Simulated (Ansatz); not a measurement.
Two structures of CH9NSi, singlet, reached by relaxing down either side of one saddle point (PBE0-D4/def2-TZVP). Energies are electronic, without zero-point energy. Computed with Ansatz 0.2.0 (basis: def2-TZVPP and def2-QZVPP); correlated methods freeze the cores. Extrapolation: Hartree–Fock as exp(−7.88 √X), correlation as X^−2.97. First:

Si1  (-0.779, -0.692, -0.313)
N2  (0.230, -0.971, 1.061)
H3  (-1.141, -1.926, -1.078)
H4  (-2.045, -0.117, 0.215)
C5  (0.080, 0.481, -1.479)
H6  (0.864, 1.532, 1.880)
H7  (1.037, 2.235, 2.074)
H8  (-0.181, -1.364, 1.892)
H9  (1.158, -1.342, 0.924)
H10  (0.296, 1.432, -0.987)
H11  (1.025, 0.058, -1.832)
H12  (-0.542, 0.676, -2.356)
(Å)

Second:

Si1  (-1.244, 0.612, -0.248)
N2  (1.142, -1.150, 1.396)
H3  (-1.685, -0.785, 0.016)
H4  (-2.426, 1.353, -0.776)
C5  (0.166, 0.671, -1.469)
H6  (1.104, -0.507, 2.177)
H7  (-0.876, 1.241, 1.049)
H8  (0.422, -1.846, 1.549)
H9  (2.035, -1.627, 1.444)
H10  (0.471, 1.701, -1.664)
H11  (1.013, 0.121, -1.054)
H12  (-0.122, 0.216, -2.420)
(Å)

Question: Which bonds change from the first to the second?

Answer: CH₇NSi ([CH3][SiH2][NH2]) + H₂ → CH₆Si ([CH3][SiH3]) + NH₃; bonds formed: Si1–H7, N2–H6; bonds broken: Si1–N2, H6–H7.

Question: Give the saddle point's structure and its height above each. (To be estimated.)

Answer: By the calculation: 2.225 eV above the first and 2.020 eV above the second (CCSD(T) at an estimated basis limit (MP2 extrapolated from triple and quadruple zeta, plus CCSD(T) − MP2 in triple zeta)).
| atom | x (Å) | y (Å) | z (Å) |
| --- | --- | --- | --- |
| Si1 | -0.6574 | -0.0773 | 0.0131 |
| N2 | 0.4588 | -0.9157 | 1.2814 |
| H3 | -1.1575 | -1.3879 | -0.5714 |
| H4 | -1.9071 | 0.4661 | 0.5992 |
| C5 | 0.1651 | 0.7177 | -1.4674 |
| H6 | 0.5914 | 0.2403 | 1.5131 |
| H7 | 0.1899 | 1.2521 | 1.0639 |
| H8 | -0.0038 | -1.5097 | 1.9618 |
| H9 | 1.2659 | -1.3982 | 0.9003 |
| H10 | 0.1324 | 1.8055 | -1.4002 |
| H11 | 1.2197 | 0.4258 | -1.4952 |
| H12 | -0.2972 | 0.3815 | -2.3986 |

The T1 diagnostic stays at or below 0.011.

Labels in which every atom is bracketed show which atoms are joined, not bond orders.

For scale, one of the runs: CCSD(T)/def2-TZVPP, 230 basis functions, launched by `ansatz run in.yaml --threads 4 --pin off --events-out ev --progress --plain --max-ram 9574MiB`. Hardware: 4 CPU threads of an Arm Neoverse V2, shared host. Wall time 50 s; peak host memory 3.9 GiB.
